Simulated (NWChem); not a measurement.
Everything below was run with NWChem. System: Al, charge 1, spin multiplicity 1. Level: RHF/def2-TZVPD.

The NWChem input:

```
start mol
memory heap 200 mb stack 900 mb global 1100 mb
charge 1
geometry units angstroms nocenter noautoz
  Al     0.000000     0.000000     0.000000
  symmetry group D2h
end
basis spherical
  * library def2-tzvpd
end
scf
  rhf
  nopen 0
  maxiter 100
  thresh 1e-7
  semidirect memsize 60000000 filesize 0
end
task scf energy
```

NWChem printed:

```
             Northwest Computational Chemistry Package (NWChem) 7.3.0
             --------------------------------------------------------

                                NWChem Input Module
                                -------------------

 Scaling coordinates for geometry "geometry" by  1.889725989
 (inverse scale =  0.529177249)

                             Geometry "geometry" -> ""
                             -------------------------

 Output coordinates in angstroms (scale by  1.889725989 to convert to a.u.)

  No.       Tag          Charge          X              Y              Z
 ---- ---------------- ---------- -------------- -------------- --------------
    1 Al                  13.0000     0.00000000     0.00000000     0.00000000

 Effective nuclear repulsion energy (a.u.)       0.0000000000

            Nuclear Dipole moment (a.u.)
            ----------------------------
        X                 Y               Z
 ---------------- ---------------- ----------------
     0.0000000000     0.0000000000     0.0000000000

      Symmetry information
      --------------------

 Group name             D2h
 Group number             26
 Group order               8
 No. of unique centers     1

      Symmetry unique atoms

     1


 Summary of "ao basis" -> "" (spherical)
 ------------------------------------------------------------------------------
       Tag                 Description            Shells   Functions and Types
 ---------------- ------------------------------  ------  ---------------------
 *                         def2-tzvpd                 on all atoms

 Summary of "ao basis" -> "ao basis" (spherical)
 ------------------------------------------------------------------------------
       Tag                 Description            Shells   Functions and Types
 ---------------- ------------------------------  ------  ---------------------
 Al                        def2-tzvpd               15       43   6s5p3d1f

                                 NWChem SCF Module
                                 -----------------

  ao basis        = "ao basis"
  functions       =    43
  atoms           =     1
  closed shells   =     6
  open shells     =     0
  charge          =   1.00
  wavefunction    = RHF
  use symmetry    = T
  symmetry adapt  = T

 Summary of "ao basis" -> "ao basis" (spherical)
 ------------------------------------------------------------------------------
       Tag                 Description            Shells   Functions and Types
 ---------------- ------------------------------  ------  ---------------------
 Al                        def2-tzvpd               15       43   6s5p3d1f

      Symmetry analysis of basis
      --------------------------

        ag         12
        au          1
        b1g         3
        b1u         7
        b2g         3
        b2u         7
        b3g         3
        b3u         7

 Forming initial guess at       0.0s

      Superposition of Atomic Density Guess
      -------------------------------------

 Sum of atomic energies:        -241.87483370

 Renormalizing density from      13.00 to     12

      Non-variational initial energy
      ------------------------------

 Total energy =    -229.903433
 1-e energy   =    -310.749723
 2-e energy   =      80.846290
 HOMO         =      -0.820449
 LUMO         =      -0.357929

      Symmetry analysis of molecular orbitals - initial
      -------------------------------------------------

 !! scf_movecs_sym_adapt:   37 vectors were symmetry contaminated

  Symmetry fudging

 !! scf_movecs_sym_adapt:   37 vectors were symmetry contaminated

  Numbering of irreducible representations:

     1 ag          2 au          3 b1g         4 b1u         5 b2g
     6 b2u         7 b3g         8 b3u

  Orbital symmetries:

     1 ag          2 ag          3 b3u         4 b2u         5 b1u
     6 ag          7 b1u         8 b2u         9 b3u        10 ag
    11 ag         12 b2g        13 b3g        14 b1g        15 ag
    16 b2u

 Starting SCF solution at       0.1s

 ----------------------------------------------
         Quadratically convergent ROHF

 Convergence threshold     :          1.000E-07
 Maximum no. of iterations :          100
 Final Fock-matrix accuracy:          1.000E-09
 ----------------------------------------------

              iter       energy          gnorm     gmax       time
             ----- ------------------- --------- --------- --------
                 1     -241.5035331971  3.48D+00  1.30D+00      0.1
                 2     -241.6631057873  4.61D-01  2.07D-01      0.1
                 3     -241.6680051133  2.42D-01  9.83D-02      0.1
                 4     -241.6687934892  1.27D-02  1.03D-02      0.1
                 5     -241.6688255400  2.84D-05  2.17D-05      0.1
                 6     -241.6688255401  5.67D-09  5.15D-09      0.1

       Final RHF  results
       ------------------

         Total SCF energy =   -241.668825540084
      One-electron energy =   -332.838516952473
      Two-electron energy =     91.169691412389
 Nuclear repulsion energy =      0.000000000000

        Time for solution =      0.0s

       Symmetry analysis of molecular orbitals - final
       -----------------------------------------------

  Numbering of irreducible representations:

     1 ag          2 au          3 b1g         4 b1u         5 b2g
     6 b2u         7 b3g         8 b3u

  Orbital symmetries:

     1 ag          2 ag          3 b3u         4 b2u         5 b1u
     6 ag          7 b1u         8 b2u         9 b3u        10 ag
    11 ag         12 ag         13 b3g        14 b2g        15 b1g
    16 b3u

             Final eigenvalues
             -----------------

              1
    1  -58.8110
    2   -5.2176
    3   -3.5229
    4   -3.5229
    5   -3.5229
    6   -0.6522
    7   -0.1945
    8   -0.1945
    9   -0.1945
   10   -0.0886
   11   -0.0380
   12   -0.0380
   13   -0.0380
   14   -0.0380
   15   -0.0380
   16    0.1116

                       ROHF Final Molecular Orbital Analysis
                       -------------------------------------

 Vector    4  Occ=2.000000D+00  E=-3.522921D+00  Symmetry=b2u
              MO Center=  8.8D-37,  7.8D-18,  5.7D-37, r^2= 1.3D-01
   Bfn.  Coefficient  Atom+Function         Bfn.  Coefficient  Atom+Function
  ----- ------------  ---------------      ----- ------------  ---------------
     8      0.547940  1 Al py                11      0.410941  1 Al py
    14      0.195940  1 Al py

 Vector    5  Occ=2.000000D+00  E=-3.522921D+00  Symmetry=b1u
              MO Center=  3.6D-38, -1.2D-36, -1.6D-17, r^2= 1.3D-01
   Bfn.  Coefficient  Atom+Function         Bfn.  Coefficient  Atom+Function
  ----- ------------  ---------------      ----- ------------  ---------------
     9      0.547940  1 Al pz                12      0.410941  1 Al pz
    15      0.195940  1 Al pz

 Vector    6  Occ=2.000000D+00  E=-6.522171D-01  Symmetry=ag
              MO Center=  9.3D-19, -2.2D-19,  9.0D-19, r^2= 1.9D+00
   Bfn.  Coefficient  Atom+Function         Bfn.  Coefficient  Atom+Function
  ----- ------------  ---------------      ----- ------------  ---------------
     4      0.842489  1 Al s                  3     -0.391725  1 Al s
     5      0.330806  1 Al s

 Vector    7  Occ=0.000000D+00  E=-1.945044D-01  Symmetry=b1u
              MO Center=  5.3D-35, -2.1D-35, -3.0D-18, r^2= 4.0D+00
   Bfn.  Coefficient  Atom+Function         Bfn.  Coefficient  Atom+Function
  ----- ------------  ---------------      ----- ------------  ---------------
    21      0.657630  1 Al pz                18      0.448769  1 Al pz

 Vector    8  Occ=0.000000D+00  E=-1.945044D-01  Symmetry=b2u
              MO Center=  2.2D-36,  1.6D-19,  1.4D-36, r^2= 4.0D+00
   Bfn.  Coefficient  Atom+Function         Bfn.  Coefficient  Atom+Function
  ----- ------------  ---------------      ----- ------------  ---------------
    20      0.657630  1 Al py                17      0.448769  1 Al py

 Vector    9  Occ=0.000000D+00  E=-1.945044D-01  Symmetry=b3u
              MO Center= -2.8D-18,  1.9D-37, -3.7D-39, r^2= 4.0D+00
   Bfn.  Coefficient  Atom+Function         Bfn.  Coefficient  Atom+Function
  ----- ------------  ---------------      ----- ------------  ---------------
    19      0.657630  1 Al px                16      0.448769  1 Al px

 center of mass
 --------------
 x =   0.00000000 y =   0.00000000 z =   0.00000000

 moments of inertia (a.u.)
 ------------------
           0.000000000000           0.000000000000           0.000000000000
           0.000000000000           0.000000000000           0.000000000000
           0.000000000000           0.000000000000           0.000000000000

  Mulliken analysis of the total density
  --------------------------------------

    Atom       Charge   Shell Charges
 -----------   ------   -------------------------------------------------------
    1 Al  13    12.00   2.00  0.67  1.30  1.48  0.59 -0.04  2.89  2.28  0.81  0.02 -0.00 -0.00  0.00 -0.00  0.00

       Multipole analysis of the density wrt the origin
       ------------------------------------------------

     L   x y z        total         open         nuclear
     -   - - -        -----         ----         -------
     0   0 0 0      1.000000      0.000000     13.000000

     1   1 0 0      0.000000      0.000000      0.000000
     1   0 1 0     -0.000000      0.000000      0.000000
     1   0 0 1      0.000000      0.000000      0.000000

     2   2 0 0     -5.764010      0.000000      0.000000
     2   1 1 0      0.000000      0.000000      0.000000
     2   1 0 1     -0.000000      0.000000      0.000000
     2   0 2 0     -5.764010      0.000000      0.000000
     2   0 1 1      0.000000      0.000000      0.000000
     2   0 0 2     -5.764010      0.000000      0.000000

 Task  times  cpu:        0.1s     wall:        0.1s

 Total times  cpu:        0.1s     wall:        0.1s
```
